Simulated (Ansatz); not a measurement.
# Property card for Fe$_{3}$N

All numbers below come from DFT PBEsol, scalar-relativistic, plane waves, PAW in Ansatz.

Plane waves to 420 eV, a k mesh through Γ of 12×12×8 on the computed 8-atom cell and Gaussian smearing (0.10 eV); collinear spin from starting moments 1.98 1.98 1.98 1.98 1.98 1.98 0 0 μB.

The structure is relaxed at this level of theory with its symmetry kept. Whether it is the stable form of this composition wasn't checked.

```cif
data_structure
_symmetry_space_group_name_H-M 'P6_322'
_symmetry_Int_Tables_number 182
_cell_length_a 4.5665
_cell_length_b 4.5665
_cell_length_c 4.2589
_cell_angle_alpha 90.000
_cell_angle_beta 90.000
_cell_angle_gamma 120.000
_cell_volume 76.91
loop_
_atom_site_label
_atom_site_type_symbol
_atom_site_symmetry_multiplicity
_atom_site_Wyckoff_symbol
_atom_site_fract_x
_atom_site_fract_y
_atom_site_fract_z
_atom_site_occupancy
Fe1 Fe 6 g 0.00000 0.67364 0.00000 1
N1 N 2 c 0.33333 0.66667 0.25000 1
```

**Question.** Formation energy from the elements' standard states (uncorrected)?

**Answer.** -0.176 eV/atom.

**Question.** Density of states at the Fermi level?

**Answer.** 6.58 states/eV per cell.

**Question.** Löwdin character within 0.5 eV of the Fermi level?

**Answer.** Fe 3d 90 %.

**Question.** Bader charges (e)?

**Answer.** Fe (6 in the cell) 0.44, N (2 in the cell) -1.31.

**Question.** Total moment?

**Answer.** 11.50 μB per cell.

**Question.** Site moments (μB; atoms counted from 1 over the whole cell)?

**Answer.** Fe (atom 1) 1.80, Fe (atom 2) 1.80, Fe (atom 3) 1.80, Fe (atom 4) 1.80, Fe (atom 5) 1.80, Fe (atom 6) 1.80, N (atom 7) -0.06, N (atom 8) -0.06.

Moments started parallel, and an antiferromagnetic order may lie lower.

Only this magnetic start was tried.

Cost: 1 run of about 9 core-minutes, on Intel Xeon Platinum 8259CL (Skylake/Cascade Lake) (shared hosts).